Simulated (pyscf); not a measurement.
## Four-centre exchange: H₂N–SiH(NH₂)–NH₂ + HF → NH₃ + H₂N–SiH(NH₂)–F

Gas phase, singlet surface, charge 0. Bonds broken: N1–Si2, F12–H13. Bonds formed: N1–H13, Si2–F12. Single points on ωB97X-D3(BJ)/def2-SVP structures (PySCF, gas phase).

Transition state (Å):

```xyz
13

N      1.0001     0.8592     0.2193
Si    -0.4424    -0.3090     0.4994
N     -0.9713    -0.7810    -1.0921
N     -1.7464     0.6589     1.0593
H      1.8119     0.4631    -0.2521
H      0.7300     1.7303    -0.2361
H      0.0980    -1.6018     0.9798
H     -1.5154    -0.2050    -1.7232
H     -0.8256    -1.7156    -1.4515
H     -2.6820     0.4862     0.7116
H     -1.7133     0.9908     2.0159
F      0.4174     0.3793     2.3717
H      1.0178     0.8763     1.4049
```

One imaginary mode, 581i cm⁻¹; descent along it reached the two sides named, in the forms told below.

```tsv
bond	change	reactant side (Å)	saddle	product side
N1–Si2	breaks	1.779	1.877	2.333
F12–H13	breaks	0.963	1.242	2.268
N1–H13	forms	1.678	1.186	1.019
Si2–F12	forms	3.3	2.172	1.654
```

Electronic energies relative to the separated reactants (kJ/mol):

```tsv
level	barrier	reaction energy	reverse barrier
ωB97X-D3(BJ)/def2-TZVP	6.9	-97.7	104.6
PBE/def2-TZVP	-7.6	-101.3	93.7
r²SCAN/def2-TZVP	-4.1	-105.3	101.3
B3LYP-D3(BJ)/def2-TZVP	6.4	-102.4	108.8
PBE0-D3(BJ)/def2-TZVP	0.6	-95.9	96.5
M06-2X/def2-TZVP	10.4	-99.0	109.4
ωB97M-D3(BJ)/def2-TZVP	6.8	-100.2	107.0
HF/def2-TZVP	72.1	-111.6	183.7
```

With ωB97M-D3(BJ)/def2-TZVP energies and thermal terms (ideal gas, 1 atm, RRHO with modes under 100 cm⁻¹ raised to 100, one conformer, R ln 2 for chiral ones without a mode under 150 cm⁻¹), in kJ/mol:

| T (K) | ΔH‡ | ΔG‡ | ΔH | ΔG |
|---|---|---|---|---|
| 298 | 6.6 | 50.8 | -96.6 | -100.6 |
| 600 | 3.8 | 96.9 | -100.0 | -103.4 |
| 900 | 3.7 | 143.6 | -102.8 | -104.4 |
| 1200 | 4.9 | 190.1 | -104.9 | -104.6 |

On the reactant side the descent ends in a bound adduct, 56.6 kJ/mol under the separated species and 63.5 kJ/mol under the saddle at ωB97X-D3(BJ)/def2-TZVP. At PBE, r²SCAN the saddle lies under the separated reactants, which points to a path from their complex (located at ωB97X-D3(BJ) alone). One saddle was located; it need not be the lowest between these sides.
